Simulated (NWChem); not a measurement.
Species: Na2; SMILES [Na][Na]

```xyz
2

Na     0.0000     0.0000    -1.5551
Na     0.0000     0.0000     1.5551
```
Atoms are numbered in this order, from 1.

Coordinates come from a PBE-D3(BJ)/def2-SVP optimisation.

**Question.** Give the principal values of the shielding tensors (ppm) of Na1 from B3LYP/6-311G** (spherical d), GIAO (NWChem), with their diamagnetic and paramagnetic parts as GIAO splits them.

**Answer.** 
```csv
atom,σ11,σ22,σ33,isotropic,diamagnetic,paramagnetic
Na1,599.2,599.2,631.0,609.8,630.3,-20.5
```
